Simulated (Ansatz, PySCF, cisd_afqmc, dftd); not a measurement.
Reaction: C3H4 (propa-1,2-diene, SMILES C(=C)=C) → C3H4 (SMILES C1=CC1)
Each species at its own B3LYP-D3(BJ)/def2-TZVP minimum (Ansatz, a quantum-chemistry and plane-wave program).

Property: isomerisation energy (enthalpy at 298 K, ideal-gas terms from PySCF's Hessians at B3LYP-D3(BJ)/def2-TZVP), in kcal/mol. Open shells are spin-unrestricted; no spin-orbit coupling. Correlated methods leave the cores frozen. Rows without X2C or -DK are non-relativistic. The Monte Carlo rows (phaseless AFQMC, CISD trial, step 0.005/hartree) carry one-sigma bars that omit the constraint's bias. Outlying blocks are dropped, and bars are widened where a walk drifts. Over all cases where full CI ran beside it in this data, AFQMC minus full CI had a median of +0.1 mEh and passed +0.4 mEh in a tenth of the cases. CBS(X,Y): correlation extrapolated as X^-3, Hartree-Fock from the larger set (Q,5: extrapolated as (X+1)exp(-9√X)). A bracket is a step between two methods taken in the basis named. Functionals run without relativity, which enters their misses. Double hybrids freeze cores in their MP2 part. 'core' is core correlation in cc-pwCVTZ, 'X2C' scalar relativity in cc-pVTZ-DK, both at CCSD(T).

From measured enthalpies of formation at 298 K: 22.4 kcal/mol (Active Thermochemical Tables 1.112 (ions: stationary electron), as tabulated in the package chemicals). The calculations leave out spin-orbit terms.

```json
[
 {"level": "HF/CBS(cc-pVQZ,cc-pV5Z)", "program": "Ansatz", "isomerisation energy (kcal/mol)": "25.6", "error against that value": "3.2"},
 {"level": "PBE-D3(BJ)/def2-TZVPD", "program": "Ansatz + dftd3", "isomerisation energy (kcal/mol)": "22.6", "error against that value": "0.2"},
 {"level": "PBE0-D3(BJ)/def2-TZVPD", "program": "Ansatz + dftd3", "isomerisation energy (kcal/mol)": "21.0", "error against that value": "-1.4"},
 {"level": "PBE0-D4/def2-TZVPD", "program": "Ansatz + dftd4", "isomerisation energy (kcal/mol)": "21.0", "error against that value": "-1.4"},
 {"level": "r2SCANh-D4/def2-TZVPD", "program": "Ansatz + dftd4", "isomerisation energy (kcal/mol)": "22.9", "error against that value": "0.5"},
 {"level": "wB97M-V/def2-TZVPD", "program": "Ansatz", "isomerisation energy (kcal/mol)": "22.2", "error against that value": "-0.2"},
 {"level": "B2PLYP-D4/def2-TZVPD", "program": "Ansatz + dftd4", "isomerisation energy (kcal/mol)": "24.1", "error against that value": "1.7"},
 {"level": "B2GP-PLYP-D3(BJ)/def2-TZVPD", "program": "Ansatz + dftd3", "isomerisation energy (kcal/mol)": "23.2", "error against that value": "0.8"},
 {"level": "B2GP-PLYP/def2-TZVPD", "program": "Ansatz", "isomerisation energy (kcal/mol)": "23.2", "error against that value": "0.8"},
 {"level": "CCSD(T)/cc-pVDZ", "program": "Ansatz", "isomerisation energy (kcal/mol)": "22.5", "error against that value": "0.1"},
 {"level": "CCSD(T)/CBS(cc-pVQZ,cc-pV5Z)", "program": "Ansatz", "isomerisation energy (kcal/mol)": "22.0", "error against that value": "-0.4"},
 {"level": "CCSDT(Q)/cc-pVDZ", "program": "Ansatz", "isomerisation energy (kcal/mol)": "22.7", "error against that value": "0.3"},
 {"level": "AFQMC/CISD/cc-pVTZ", "program": "cisd_afqmc", "isomerisation energy (kcal/mol)": "23.0 ± 0.4", "error against that value": "0.6"},
 {"level": "CCSD(T)/CBS(cc-pVQZ,cc-pV5Z) + [AFQMC/CISD - CCSD(T)]/cc-pVTZ + core + X2C", "program": "Ansatz + cisd_afqmc", "isomerisation energy (kcal/mol)": "22.6 ± 0.4", "error against that value": "0.2"},
 {"level": "CCSD(T)/CBS(cc-pVQZ,cc-pV5Z) + [CCSDT(Q) - CCSD(T)]/cc-pVDZ + core + X2C", "program": "Ansatz", "isomerisation energy (kcal/mol)": "22.3", "error against that value": "-0.1"}
]
```
